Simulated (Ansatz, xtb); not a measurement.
# C4H9NO: 3 structures ranked

3 gas-phase structures of C4H9NO, from a drawn sample of its isomers (lower ones may exist). Each was relaxed with GFN2-xTB; where two conformers were screened, the lower at r2SCAN-D4/def2-SVP is listed:

A. `CO[C@@H]1C[C@H]1N`, a singlet
B. `COC1(N)CC1`, a singlet
C. `CO[C@@H]1C[C@@H]1N`, a singlet

**Question.** Estimate their order in r2SCAN-D4/def2-SVP energy at these geometries, lowest first.

**Answer.** Calculated order at r2SCAN-D4/def2-SVP: B (0.0), A (27.1), C (34.8) kJ/mol.

Energies above the lowest of each column, in kJ/mol; the last columns are at B3LYP-D3(BJ)/def2-SVP geometries:

| structure | GFN2-xTB | HF/STO-3G | r2SCAN-D4/def2-SVP | B3LYP-D3(BJ)/def2-SVP | CCSD(T)/def2-SVP + ΔMP2/def2-TZVPP |
| --- | --- | --- | --- | --- | --- |
| B | 0.0 | 0.0 | 0.0 | 0.0 | 0.0 |
| A | 24.8 | 16.7 | 27.1 | 25.5 | 24.7 |
| C | 24.3 | 22.3 | 34.8 | 32.9 | 33.3 |

Every level run on B puts it lowest or level with the lowest. Flexible structures stand in one conformer each, not always the lowest. ΔMP2 is the change of the MP2 energy from the smaller to the larger basis.

Programs: Ansatz 0.2.0, xtb 6.7.1.
